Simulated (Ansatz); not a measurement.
A made-up structure of CH5SSi (charge +1), closed shell:

```
atom    x (Å)    y (Å)    z (Å)
  C1  -0.6804   0.0873  -0.6615
 Si2   0.7926   0.6534   0.2768
  S3  -0.7219  -0.8525   0.9524
  H4  -0.5943  -0.5706  -1.5208
  H5  -1.5696  -1.3804   1.8756
  H6   0.6843   1.8718   1.0893
  H7   2.0855   0.0088   0.0105
  H8  -0.0077  -1.9262   0.5532
```

It is relaxed with PBE-D4/def2-SVP and then PBE0-D4/def2-TZVP (Ansatz 0.2.0). Atoms count as bonded within 1.22 times the sum of their covalent radii (H–H: 0.88 Å). The end point is not checked to be a true minimum.

Problem. Does its bonding change? (A judgement: the text doesn't fix the answer.)

Solution. The calculation gives: Yes. Formed: none; broken: Si2–S3.

Where it ends: The first stage lowers the energy by 2.95 eV in 14 steps. It ends as CH₅SSi ([SiH2][CH][SH2]), total charge +1:
```json
{"atom": "C1", "x (Å)": "-0.0541", "y (Å)": "-0.4262", "z (Å)": "-0.1175"}
{"atom": "Si2", "x (Å)": "1.0632", "y (Å)": "0.8682", "z (Å)": "0.0944"}
{"atom": "S3", "x (Å)": "-0.8902", "y (Å)": "-1.0329", "z (Å)": "1.2518"}
{"atom": "H4", "x (Å)": "-0.2629", "y (Å)": "-0.8860", "z (Å)": "-1.0765"}
{"atom": "H5", "x (Å)": "-2.1926", "y (Å)": "-1.0817", "z (Å)": "0.8716"}
{"atom": "H6", "x (Å)": "1.2803", "y (Å)": "1.4290", "z (Å)": "1.4384"}
{"atom": "H7", "x (Å)": "1.7902", "y (Å)": "1.4019", "z (Å)": "-1.0663"}
{"atom": "H8", "x (Å)": "-0.7454", "y (Å)": "-2.3808", "z (Å)": "1.1796"}
```

Labels in which every atom is bracketed show which atoms are joined, not bond orders.

For scale, one of the runs: PBE0-D4/def2-TZVP relaxation, 135 basis functions, launched by `ansatz run in.yaml --threads 2 --pin off --events-out ev --progress --plain --max-ram 4352MiB`. The run took about 8.5 s on 2 CPU threads of an Intel Xeon 6975P-C (shared host).
